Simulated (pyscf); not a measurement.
H₃C–N(CH₃)–Ti(NH₂)(NH₂)–NH₂ (SMILES C[N](C)[Ti]([NH2])([NH2])[NH2]) + NH₃ (SMILES N) + NH₃ (SMILES N) -> H₂N–Ti(NH₂)(NH₂)–NH₂ (SMILES [NH2][Ti]([NH2])([NH2])[NH2]) + H₃C–NH–CH₃ (SMILES CNC) + NH₃ (SMILES N) (multi-bond step; singlet surface; N–Ti, H–N, H–N broken, N–Ti, H–N, H–N formed). PySCF, gas phase, ωB97X-D3(BJ)/def2-SVP geometries. Energies in eV from the separated reactants.

| level | barrier | reaction energy |
|---|---|---|
| ωB97X-D3(BJ)/def2-TZVP | 0.25 | +0.16 |
| PBE/def2-TZVP | 0.31 | +0.10 |
| B3LYP-D3(BJ)/def2-TZVP | 0.25 | +0.16 |
| PBE0-D3(BJ)/def2-TZVP | 0.15 | +0.14 |
| M06-2X/def2-TZVP | 0.11 | +0.09 |
| HF/def2-TZVP | 1.43 | -0.13 |

The functionals in the table span 0.21 eV in this barrier, from M06-2X to PBE. On the reactant side the descent ends in an adduct with a N–Ti contact, 0.92 eV under the separated species and 1.17 eV under the saddle at ωB97X-D3(BJ)/def2-TZVP. On the product side the descent ends in an adduct with a N–Ti contact (not fully relaxed), 1.01 eV under the separated species and 1.10 eV under the saddle at ωB97X-D3(BJ)/def2-TZVP. What is counted as formed (N–Ti) is already present as a longer contact in the reactant adduct; forming that adduct is a step of its own. What is counted as broken (N–Ti) persists as a longer contact in the product adduct; parting that adduct is a step of its own. H₃C–NH–CH₃ lies 0.34 eV over its isomer H₃C–CH₂–NH₂ (electronic energy, ωB97M-D3(BJ)/def2-TZVP). This is the saddle that the search found; another between the same sides may lie lower.
